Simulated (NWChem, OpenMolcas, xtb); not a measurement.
## SiS (SMILES [Si-]#[S+]): methods side by side

The species is SiS (2 atoms), meant as a singlet with charge 0. SMILES: `[Si-]#[S+]`. Geometry: the measured bond length.

```xyz
2

Si    0.0000    0.0000    0.0000
S     0.0000    0.0000    1.9293
```

Quantity: the dipole moment, in D. The values are calculated.

(1) The value from experiment is 1.73 D (NIST CCCBDB). From what is known of these methods, estimate their order from the nearest to it to the farthest.
A. BLYP/cc-pVTZ (OpenMolcas)
B. M06-L/cc-pVTZ (OpenMolcas)
C. HF/cc-pVTZ (OpenMolcas)
D. GFN0-xTB (xtb)
E. PBE0/cc-pVTZ (OpenMolcas)

Results:

(1) E (1.72 D, -0.01), B (1.68 D, -0.05), A (1.56 D, -0.17), C (2.28 D, +0.55), D (7.42 D, +5.69).
